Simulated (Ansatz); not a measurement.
System: fluorite CdF2. Method: BLYP in Ansatz (plane waves, PAW).

Run with plane-wave cutoff 520 eV, 12×12×12 k mesh, Fermi–Dirac smearing 0.01 eV, scalar-relativistic PAW data made under PBE.

The cell is scaled about its equilibrium volume:

```
V (Å³/atom)  P (GPa)  direct gap at Γ (eV)  smallest gap on the k mesh (eV)
-----------  -------  --------------------  -------------------------------
13.265          6.40                 3.584                            3.079
13.547          4.02                 3.528                            2.999
13.830          1.90                 3.471                            2.921
14.112          0.01                 3.414                            2.845
14.394         -1.66                 3.357                            2.771
14.676         -3.16                 3.299                            2.699
14.958         -4.49                 3.242                            2.629
```

The fundamental gap (2.84 eV at the equilibrium volume, with added k points) lies elsewhere than Γ–Γ.

Measured, for comparison: band gap 7.8 eV (temperature not stated, not corrected to a static lattice, indirect W–Γ; as tabulated in Cappellini et al. (2013), arXiv:1302.2571).

Spin–orbit coupling is not included.

Ansatz is a program for electronic structure.
